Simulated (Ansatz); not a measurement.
# SiH2O (triplet): wave-function methods side by side, def2-TZVPP

An exercise on one series of results from a longer session: the logs are not shown, and one member is left open.

Program: Ansatz 0.2.0, Gaussian basis. Level of theory: def2-TZVPP, core rule «outside noble gas», up to 6 orbitals frozen. These are calculated values, not measurements.

The runs, in order: UHF; ROHF; CCSD(T) on UHF.

2 further runs of the same task are left out: 2 set aside as unsound or not needed.

## What is computed

The geometry is a PBE0/def2-TZVP stationary point (not a proven minimum) of the parent state, kept for this charge and spin.

4 atoms, charge 0, spin multiplicity 3.

Atoms are counted from 1 here; the program's logs count them from 0.

Bond lengths: Si1–O2 1.516 Å, Si1–H3 1.486 Å, Si1–H4 1.486 Å. Angles: O2–Si1–H3 124.0°, O2–Si1–H4 124.0°, H3–Si1–H4 111.9°.

The first run:

Input file in.yaml:

```yaml
crystal:
  periodic: [false, false, false]
  atoms:
    - {symbol: Si, position_ang: [0.000000, 0.000000, 0.489694]}
    - {symbol: O, position_ang: [0.000000, 0.000000, -1.026105]}
    - {symbol: H, position_ang: [0.000000, 1.230909, 1.321383]}
    - {symbol: H, position_ang: [0.000000, -1.230909, 1.321383]}
basis:
  gaussian: {orbitals: def2-TZVPP}
magnetization: {spin_polarized: true, initial_magnetization: 2}
hamiltonian: {xc: hf}
output: {orbitals: {seedname: orbitals}}
```

The run is started by

```bash
ansatz run in.yaml --threads 1 --pin off --events-out ev --progress --plain --max-ram 4096MiB --backend cpu
```

Among the steps run: UHF; ROHF; CCSD(T) on UHF.

One table of the session follows, with a row left open; its other results are not shown here.

| method | from UCCSD(T) (meV) |
| --- | --- |
| ROHF | +9367.8 |
| UHF | +9133.6 |
| UMP2 | ? |
| UCCSD | +290.4 |
| UCCSD(T) | 0 |

Q: Estimate the row for UMP2 from the others.

**Answer.** from UCCSD(T) (meV): +1218.5. In the column «from UCCSD(T) (meV)» it lies between UCCSD (+290.4) and UHF (+9133.6).
